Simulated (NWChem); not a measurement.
Program: NWChem. System: Li2, charge 0, spin multiplicity 1, at a geometry optimised with PBE0/def2-SVP. The structure started from a generated list of species. Level: B2PLYP/cc-pVQZ, no orbitals frozen.

Job file:

```
start mol
memory heap 200 mb stack 900 mb global 1100 mb
geometry units angstroms nocenter noautoz
  Li     0.000000     0.000000     1.393559
  Li     0.000000     0.000000    -1.393559
  symmetry group D2h
end
basis spherical
  * library cc-pvqz
end
dft
  xc hfexch 0.53 becke88 0.47 lyp 0.73 mp2 0.27
  dftmp2
  semidirect memsize 60000000 filesize 0
  iterations 100
end
mp2
end
task dft energy
```

NWChem printed:

```
             Northwest Computational Chemistry Package (NWChem) 7.3.0
             --------------------------------------------------------

                                NWChem Input Module
                                -------------------

 Scaling coordinates for geometry "geometry" by  1.889725989
 (inverse scale =  0.529177249)

 Turning off AUTOSYM since
 SYMMETRY directive was detected!

                             Geometry "geometry" -> ""
                             -------------------------

 Output coordinates in angstroms (scale by  1.889725989 to convert to a.u.)

  No.       Tag          Charge          X              Y              Z
 ---- ---------------- ---------- -------------- -------------- --------------
    1 Li                   3.0000     0.00000000     0.00000000     1.39355900
    2 Li                   3.0000     0.00000000     0.00000000    -1.39355900

 Effective nuclear repulsion energy (a.u.)       1.7087885195

            Nuclear Dipole moment (a.u.)
            ----------------------------
        X                 Y               Z
 ---------------- ---------------- ----------------
     0.0000000000     0.0000000000     0.0000000000

      Symmetry information
      --------------------

 Group name             D2h
 Group number             26
 Group order               8
 No. of unique centers     1

      Symmetry unique atoms

     1


 Summary of "ao basis" -> "" (spherical)
 ------------------------------------------------------------------------------
       Tag                 Description            Shells   Functions and Types
 ---------------- ------------------------------  ------  ---------------------
 *                          cc-pvqz                   on all atoms

  dft_input: which_mp2 not specified, using semidirect MP2 by default.

                                 NWChem DFT Module
                                 -----------------

 Summary of "ao basis" -> "ao basis" (spherical)
 ------------------------------------------------------------------------------
       Tag                 Description            Shells   Functions and Types
 ---------------- ------------------------------  ------  ---------------------
 Li                         cc-pvqz                 15       55   5s4p3d2f1g

 Summary of "ao basis" -> "ao basis" (spherical)
 ------------------------------------------------------------------------------
       Tag                 Description            Shells   Functions and Types
 ---------------- ------------------------------  ------  ---------------------
 Li                         cc-pvqz                 15       55   5s4p3d2f1g

      Symmetry analysis of basis
      --------------------------

        ag         22
        au          7
        b1g         7
        b1u        22
        b2g        13
        b2u        13
        b3g        13
        b3u        13

            General Information
            -------------------
          SCF calculation type: DFT
          Wavefunction type:  closed shell.
          No. of atoms     :     2
          No. of electrons :     6
           Alpha electrons :     3
            Beta electrons :     3
          Charge           :     0
          Spin multiplicity:     1
          Use of symmetry is: on ; symmetry adaption is: on
          Maximum number of iterations: 100
          AO basis - number of functions:   110
                     number of shells:    30
          Convergence on energy requested:  1.00D-06
          Convergence on density requested:  1.00D-05
          Convergence on gradient requested:  5.00D-04

              XC Information
              --------------
                     Hartree-Fock (Exact) Exchange  0.530
                    Becke 1988 Exchange Functional  0.470
              Lee-Yang-Parr Correlation Functional  0.730

             Grid Information
             ----------------
          Grid used for XC integration:  medium
          Radial quadrature: Mura-Knowles
          Angular quadrature: Lebedev.
          Tag              B.-S. Rad. Rad. Pts. Rad. Cut. Ang. Pts.
          ---              ---------- --------- --------- ---------
          Li                  1.45       49          16.0       434
          Grid pruning is: on
          Number of quadrature shells:    49
          Spatial weights used:  Erf1

          Convergence Information
          -----------------------
          Convergence aids based upon iterative change in
          total energy or number of iterations.
          Levelshifting, if invoked, occurs when the
          HOMO/LUMO gap drops below (HL_TOL):  1.00D-02
          DIIS, if invoked, will attempt to extrapolate
          using up to (NFOCK): 10 stored Fock matrices.

                    Damping( 0%)  Levelshifting(0.5)       DIIS
                  --------------- ------------------- ---------------
          dE  on:    start            ASAP                start
          dE off:    2 iters        100 iters           100 iters

      Screening Tolerance Information
      -------------------------------
          Density screening/tol_rho:  1.00D-10
          AO Gaussian exp screening on grid/accAOfunc:  14
          CD Gaussian exp screening on grid/accCDfunc:  20
          XC Gaussian exp screening on grid/accXCfunc:  20
          Schwarz screening/accCoul:  1.00D-08

      Superposition of Atomic Density Guess
      -------------------------------------

 Sum of atomic energies:         -14.86539013

      Non-variational initial energy
      ------------------------------

 Total energy =     -14.801482
[...]
     6 b2u         7 ag          8 b3g         9 b2g        10 b1u
    11 b3u        12 b2u        13 ag

------------------------------------------------------------
EAF file 0: "./mol.aoints.0" size=524288 bytes
------------------------------------------------------------
               write      read    awrite     aread      wait
               -----      ----    ------     -----      ----
     calls:        1         0         0         0         0
   data(b): 5.24e+05  0.00e+00  0.00e+00  0.00e+00
   time(s): 0.00e+00  0.00e+00  0.00e+00  0.00e+00  0.00e+00
rate(mb/s): 0.00e+00  0.00e+00
------------------------------------------------------------

 !! scf_movecs_sym_adapt:   52 vectors were symmetry contaminated

  Symmetry fudging

 !! scf_movecs_sym_adapt:   50 vectors were symmetry contaminated

   convergence    iter        energy       DeltaE   RMS-Dens  Diis-err    time
 ---------------- ----- ----------------- --------- --------- ---------  ------
 d= 0,ls=0.0,diis     1    -14.9612487721 -1.67D+01  6.38D-03  1.27D-02     2.6

 !! scf_movecs_sym_adapt:   52 vectors were symmetry contaminated

  Symmetry fudging

 !! scf_movecs_sym_adapt:   52 vectors were symmetry contaminated

 d= 0,ls=0.0,diis     2    -14.9636582569 -2.41D-03  6.03D-04  3.27D-04     2.8

 !! scf_movecs_sym_adapt:   52 vectors were symmetry contaminated

  Symmetry fudging

 !! scf_movecs_sym_adapt:   52 vectors were symmetry contaminated

 d= 0,ls=0.0,diis     3    -14.9637305971 -7.23D-05  8.76D-05  2.68D-06     2.9

 !! scf_movecs_sym_adapt:   52 vectors were symmetry contaminated

  Symmetry fudging

 !! scf_movecs_sym_adapt:   52 vectors were symmetry contaminated

 d= 0,ls=0.0,diis     4    -14.9637342340 -3.64D-06  3.59D-05  3.78D-07     3.1

 !! scf_movecs_sym_adapt:   52 vectors were symmetry contaminated

  Symmetry fudging

 !! scf_movecs_sym_adapt:   52 vectors were symmetry contaminated

 d= 0,ls=0.0,diis     5    -14.9637346544 -4.20D-07  2.37D-06  2.97D-09     3.3

         Total DFT energy =      -14.963734654356
      One electron energy =      -23.005474267563
           Coulomb energy =        9.982209582225
    Exchange-Corr. energy =       -3.649258488556
 Nuclear repulsion energy =        1.708788519538

 Numeric. integr. density =        6.000000075555

     Total iterative time =      2.4s

                  Occupations of the irreducible representations
                  ----------------------------------------------

                     irrep           alpha         beta
                     --------     --------     --------
                     ag                2.0          2.0
                     au                0.0          0.0
                     b1g               0.0          0.0
                     b1u               1.0          1.0
                     b2g               0.0          0.0
                     b2u               0.0          0.0
                     b3g               0.0          0.0
                     b3u               0.0          0.0

                       DFT Final Molecular Orbital Analysis
                       ------------------------------------

 Vector    1  Occ=2.000000D+00  E=-2.191075D+00  Symmetry=ag
              MO Center= -6.5D-23, -6.9D-23,  3.6D-18, r^2= 2.1D+00
   Bfn.  Coefficient  Atom+Function         Bfn.  Coefficient  Atom+Function
  ----- ------------  ---------------      ----- ------------  ---------------
     1      0.705770  1 Li s                 56      0.705770  2 Li s

 Vector    2  Occ=2.000000D+00  E=-2.190892D+00  Symmetry=b1u
              MO Center= -4.0D-19, -4.7D-20,  7.4D-17, r^2= 2.1D+00
   Bfn.  Coefficient  Atom+Function         Bfn.  Coefficient  Atom+Function
  ----- ------------  ---------------      ----- ------------  ---------------
     1      0.716440  1 Li s                 56     -0.716440  2 Li s
     3      0.046567  1 Li s                 58     -0.046567  2 Li s
    11     -0.035508  1 Li pz                66     -0.035508  2 Li pz

 Vector    3  Occ=2.000000D+00  E=-1.518588D-01  Symmetry=ag
              MO Center=  1.3D-18,  1.5D-17,  2.2D-17, r^2= 5.3D+00
   Bfn.  Coefficient  Atom+Function         Bfn.  Coefficient  Atom+Function
  ----- ------------  ---------------      ----- ------------  ---------------
     4      0.250468  1 Li s                 59      0.250468  2 Li s
     3      0.186316  1 Li s                 58      0.186316  2 Li s
     2      0.170786  1 Li s                 57      0.170786  2 Li s
     5      0.159081  1 Li s                 60      0.159081  2 Li s
    11     -0.052196  1 Li pz                66      0.052196  2 Li pz

 Vector    4  Occ=0.000000D+00  E=-2.688379D-02  Symmetry=b1u
              MO Center=  3.7D-30,  2.7D-30,  5.4D-17, r^2= 1.5D+01
   Bfn.  Coefficient  Atom+Function         Bfn.  Coefficient  Atom+Function
  ----- ------------  ---------------      ----- ------------  ---------------
     4      0.512821  1 Li s                 59     -0.512821  2 Li s
    17      0.379154  1 Li pz                72      0.379154  2 Li pz
     5     -0.129378  1 Li s                 60      0.129378  2 Li s
     2      0.119056  1 Li s                 57     -0.119056  2 Li s
     3      0.077040  1 Li s                 58     -0.077040  2 Li s

 Vector    5  Occ=0.000000D+00  E=-4.143122D-03  Symmetry=b2u
              MO Center=  3.0D-33, -1.5D-17,  2.2D-17, r^2= 1.5D+01
   Bfn.  Coefficient  Atom+Function         Bfn.  Coefficient  Atom+Function
  ----- ------------  ---------------      ----- ------------  ---------------
    16      0.369606  1 Li py                71      0.369606  2 Li py
    10      0.128081  1 Li py                65      0.128081  2 Li py
    13      0.113829  1 Li py                68      0.113829  2 Li py
     7      0.043463  1 Li py                62      0.043463  2 Li py

 Vector    6  Occ=0.000000D+00  E=-4.143122D-03  Symmetry=b3u
              MO Center= -1.5D-18,  9.3D-33, -1.9D-16, r^2= 1.5D+01
   Bfn.  Coefficient  Atom+Function         Bfn.  Coefficient  Atom+Function
  ----- ------------  ---------------      ----- ------------  ---------------
    15      0.369606  1 Li px                70      0.369606  2 Li px
     9      0.128081  1 Li px                64      0.128081  2 Li px
    12      0.113829  1 Li px                67      0.113829  2 Li px
     6      0.043463  1 Li px                61      0.043463  2 Li px

 center of mass
 --------------
 x =   0.00000000 y =   0.00000000 z =   0.00000000

 moments of inertia (a.u.)
 ------------------
          97.312351786978           0.000000000000           0.000000000000
           0.000000000000          97.312351786978           0.000000000000
           0.000000000000           0.000000000000           0.000000000000

     Multipole analysis of the density
     ---------------------------------

     L   x y z        total         alpha         beta         nuclear
     -   - - -        -----         -----         ----         -------
     0   0 0 0     -0.000000     -3.000000     -3.000000      6.000000

     1   1 0 0     -0.000000     -0.000000     -0.000000      0.000000
     1   0 1 0     -0.000000     -0.000000     -0.000000      0.000000
     1   0 0 1      0.000000      0.000000      0.000000      0.000000

     2   2 0 0    -12.001585     -6.000792     -6.000792      0.000000
     2   1 1 0     -0.000000     -0.000000     -0.000000      0.000000
     2   1 0 1      0.000000      0.000000      0.000000      0.000000
     2   0 2 0    -12.001585     -6.000792     -6.000792      0.000000
     2   0 1 1      0.000000      0.000000      0.000000      0.000000
     2   0 0 2     -1.641636    -21.625910    -21.625910     41.610185

                   NWChem MP2 Semi-direct Energy/Gradient Module
                   ---------------------------------------------

  Basis functions       =    110
  Molecular orbitals    =    110
  Frozen core           =      0
  Frozen virtuals       =      0
  Active alpha occupied =      3
  Active beta occupied  =      3
  Active alpha virtual  =    107
  Active beta virtual   =    107
  Use MO symmetry       = T
  Use skeleton AO sym   = T

  AO/Fock/Back tols     =   1.0D-09  1.0D-09  1.0D-09

 GA uses MA = F    GA memory limited = T

 Available:
  local mem=  4.43D+07
 global mem=  1.44D+08
 local disk=  0.00D+00
  mp2_memr nvloc                   107
  nvloc new                   107
   1 passes of   3:        7340032                      51205                   6683761.
   1 passes of   3: M     44322855           G      144155000           F      36982823.

 Semi-direct pass number   1 of   1  for RHF alpha+beta  at        3.5s
  vrange nnbf                  6105
  mp2_eaftype                    25  avail_ma_in_mb                   386
 EAF : mp2_eaftype filesize          25    3341880.
  mp2_eaf for mointskh                     25
Node 0 wrote     15.7 Mb in      0.0 s     Agg I/O rate:  1109.1 Mb/s
 Done moints_semi at        8.8s
  mp2_eaftype                    25  avail_ma_in_mb                   386
 EAF : mp2_eaftype filesize          25    3341880.
  mp2_eaf for kh                    25
 Done maket at        8.9s
 Done multipass loop at        8.9s

          -------------------------------------------
          DFT energy                     -14.963734654356
          Unscaled MP2 energy             -0.066802814601
          Total DFT+MP2 energy           -14.981771414298
          -------------------------------------------

 -----------------------
 Performance information
 -----------------------

 Timer overhead =  2.16D-07 seconds/call

               Nr. of calls         CPU time (s)                 Wall time (s)                GFlops
             ---------------    -------------------     ------------------------------   -------------------
Name         Min   Avg   Max    Min     Avg     Max     Min     Avg     Max   Mx/calls   Min     Max     Sum
mp2: moin     1     1     1    5.4     5.4     5.4      5.4     5.4     5.4     5.4      0.0     0.0     0.0
mp2: make     1     1     1   5.15E-2 5.15E-2 5.15E-2  5.15E-2 5.15E-2 5.15E-2 5.15E-2   0.0     0.0     0.0
mp2: tota     1     1     1    5.6     5.6     5.6      5.6     5.6     5.6     5.6      0.0     0.0     0.0

 The average no. of pstat calls per process was 3.00D+00
 with a timing overhead of 6.49D-07s

 Task  times  cpu:        8.8s     wall:        8.8s

 Total times  cpu:        8.9s     wall:        8.9s
```
